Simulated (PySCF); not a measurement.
Below is a simulated gas-phase C 1s photoelectron spectrum of `C1=CCCC1` (cyclopentene).

Every computed line was given a Gaussian of 1.0 eV full width at half maximum and an area set by the number of equivalent atoms; the highest printed point is 100. Computed with PySCF 2.14.0, delta-SCF UKS SCAN, pcX-2 on the ionised atom, pcseg-1 elsewhere, spin-free X2C.

binding energy (eV), intensity and a bar:
```
    288.6          0 
    288.7          0 
    288.8          1 
    288.9          1 
    289.0          3 #
    289.1          5 #
    289.2          8 ##
    289.3         12 ####
    289.4         18 #####
    289.5         26 ########
    289.6         35 ###########
    289.7         46 ##############
    289.8         58 #################
    289.9         69 #####################
    290.0         80 ########################
    290.1         89 ###########################
    290.2         96 #############################
    290.3        100 ##############################
    290.4        100 ##############################
    290.5         97 #############################
    290.6         90 ###########################
    290.7         80 ########################
    290.8         68 ####################
    290.9         55 #################
    291.0         43 #############
    291.1         32 #########
    291.2         22 #######
    291.3         15 ####
    291.4          9 ###
    291.5          6 ##
    291.6          3 #
    291.7          2 
    291.8          1 
    291.9          0 
    292.0          0
```

Count the maxima, the lines and the sites behind this envelope.

The curve has 1 maximum (at 290.4 eV). Under it lie 3 lines from 3 inequivalent carbon sites. At this width some lines have no maximum of their own.

Decompose the envelope and assign each component. Numbering: `[CH:1]1=[CH:2][CH2:3][CH2:4][CH2:5]1`.

```
position (eV)  relative area  line  atoms       environment
       290.02              2  C 1s  C1/C2  alkene CH carbon
       290.51              1  C 1s     C4   ring CH2 carbon
       290.55              2  C 1s  C3/C5    allylic carbon
```

Lowest listed C 1s: C1/C2, bonded to C (double bond), C and H. Highest, 0.53 eV above it: C3/C5, bonded to 2 C and 2 H. Summing the Pauling electronegativity differences to the bonded atoms, each weighted by its formal bond order, gives -0.35 for the lowest site and -0.70 for the highest; the largest sum, -0.35, belongs to C1/C2, 0.53 eV below the top. The smallest sum, -0.70, belongs to C4, 0.49 eV above the lowest. The values 290.51 and 290.55 eV lie too close for their order to be trusted.

Shake-up satellites, vibrational structure and lifetime widths aren't simulated. The first atom of each set that the bonding makes equivalent was ionised and stands for the set. Isolated species at its PBE0-D3(BJ)/def2-SVP geometry (one conformer only).
